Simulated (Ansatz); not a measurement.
[S4]2+ (S4²⁺). Total charge 2; singlet. Geometry PBE-D4/def2-TZVP.

Cartesian coordinates in Å:
```
S 0.6843 1.2730 -0.0819
S -1.0503 0.5096 -0.8560
S -0.6844 -1.2729 0.0821
S 1.0504 -0.5096 0.8558
```

B3LYP takes the VWN-RPA correlation. The restricted singlet is unstable towards broken spin symmetry at other levels; at r2SCAN-D4/def2-TZVP, B3LYP-D4/6-31G, B3LYP-D4/def2-TZVP, PBE0-D4/def2-TZVP this wasn't settled.

Q: Estimate the orbital energies around the gap (eV) in Ansatz with PBE-D4/def2-TZVP, r2SCAN-D4/def2-TZVP, B3LYP-D4/6-31G, B3LYP-D4/def2-TZVP, PBE0-D4/def2-TZVP.

A: 
| orbital | PBE-D4/def2-TZVP | r2SCAN-D4/def2-TZVP | B3LYP-D4/6-31G | B3LYP-D4/def2-TZVP | PBE0-D4/def2-TZVP |
| --- | --- | --- | --- | --- | --- |
| HOMO−13 | -169.71 | -172.61 | -176.26 | -175.39 | -176.61 |
| HOMO−12 | -169.71 | -172.61 | -176.26 | -175.39 | -176.61 |
| HOMO−11 | -169.71 | -172.61 | -176.26 | -175.39 | -176.61 |
| HOMO−10 | -35.57 | -36.58 | -40.32 | -37.57 | -38.19 |
| HOMO−9 | -31.49 | -32.29 | -35.12 | -33.26 | -33.76 |
| HOMO−8 | -31.49 | -32.29 | -35.12 | -33.26 | -33.76 |
| HOMO−7 | -26.65 | -27.17 | -28.78 | -28.10 | -28.49 |
| HOMO−6 | -24.72 | -25.21 | -26.87 | -25.76 | -26.13 |
| HOMO−5 | -23.29 | -23.68 | -24.55 | -24.30 | -24.70 |
| HOMO−4 | -22.48 | -22.92 | -24.42 | -23.60 | -24.00 |
| HOMO−3 | -20.98 | -21.29 | -22.40 | -21.91 | -22.19 |
| HOMO−2 | -20.98 | -21.29 | -22.40 | -21.91 | -22.19 |
| HOMO−1 | -19.55 | -19.83 | -21.25 | -20.37 | -20.64 |
| HOMO | -19.55 | -19.83 | -21.25 | -20.37 | -20.64 |
| LUMO | -16.68 | -16.76 | -17.19 | -16.26 | -16.16 |
| LUMO+1 | -16.08 | -15.98 | -16.16 | -15.28 | -15.11 |
| LUMO+2 | -16.08 | -15.98 | -16.16 | -15.28 | -15.11 |
| LUMO+3 | -13.63 | -13.42 | -13.23 | -12.70 | -12.49 |
| LUMO+4 | -12.42 | -12.08 | -13.03 | -11.56 | -11.25 |
| LUMO+5 | -9.94 | -9.56 | -4.48 | -8.86 | -8.82 |
